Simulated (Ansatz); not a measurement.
Computed with Ansatz on PBE0-D4/def2-TZVP structures; ΔE is electronic, products minus reactants. CBS: MP2 limit from def2 TZ/QZ plus the TZ coupled-cluster correction, frozen cores. This one scheme is used for every species, atoms too. Functionals use def2-TZVPP. HSE06 is defined as in plane-wave codes. No spin–orbit coupling; open shells (•) take unrestricted orbitals. Spin–orbit coupling would lower the free atoms: a little for C, O. One conformer a species, not always the lowest.

Consider the atomization: `CCC(C)C(=O)O` → 5 C• + 10 H• + 2 O•.

`CCC(C)C(=O)O`:

Z-matrix (Å, degrees):
```
C
C 1 1.518
H 1 1.093 2 111.5
H 1 1.093 2 111.3 3 -120.0
H 1 1.092 2 111.1 3 119.9
C 2 1.528 1 113.6 3 62.1
H 2 1.094 1 110.1 3 -60.4
H 2 1.095 1 109.9 3 -177.4
C 6 1.507 2 111.6 1 -58.0
C 6 1.526 2 111.7 1 178.4
H 6 1.093 2 109.2 1 57.4
O 9 1.201 6 125.6 2 123.8
O 9 1.347 6 112.4 2 -56.9
H 10 1.092 6 109.8 2 -59.5
H 10 1.092 6 111.5 2 -179.2
H 10 1.092 6 110.8 2 60.1
H 13 0.967 9 106.4 6 -179.1
```

| level | ΔE (eV) | difference from CCSD(T)/CBS |
| --- | --- | --- |
| LDA (SPW92) | 84.22 | 11.10 |
| BLYP-D4 | 73.07 | -0.05 |
| r2SCAN-D4 | 73.42 | 0.30 |
| r2SCAN0-D4 | 72.30 | -0.82 |
| HSE06-D4 | 73.68 | 0.56 |
| BHLYP-D4 | 70.82 | -2.30 |
| PBE-QIDH | 72.96 | -0.16 |
| revPBE | 72.01 | -1.11 |
| r2SCAN | 73.32 | 0.20 |
| PBE0 | 73.32 | 0.20 |
| r2SCAN0 | 72.19 | -0.93 |
| HSE06 | 73.39 | 0.27 |
| CCSD/def2-SVP | 69.51 | -3.61 |
| CCSD(T)/def2-SVP | 70.27 | -2.85 |
| MP2/def2-QZVPP | 73.77 | 0.65 |
| MP2/CBS(def2) | 74.47 | 1.35 |
| CCSD(T)/CBS | 73.12 | 0 |

Largest T1 diagnostic among the species: 0.013.

The D4 term adds +0.57 eV with B3LYP and +0.31 eV with PBE0; it sums over pairs of atoms, weighted by their polarisabilities, and B3LYP, whose exchange is more repulsive, gets the larger term. At CCSD(T), def2-SVP lies −2.85 eV from the extrapolated value and def2-TZVPP −1.68 eV: correlation converges slowly with the basis, and small sets miss more of it in the bonded molecule than in its fragments.

B3LYP here is the variant with VWN-RPA as its local correlation; programs differ in this.

For atomizations the MP2-based limit and the directly extrapolated one differ by several kJ/mol either way, and by 10 to 25 for some Ge, Se and Sn compounds, so smaller differences from it don't rank the levels.
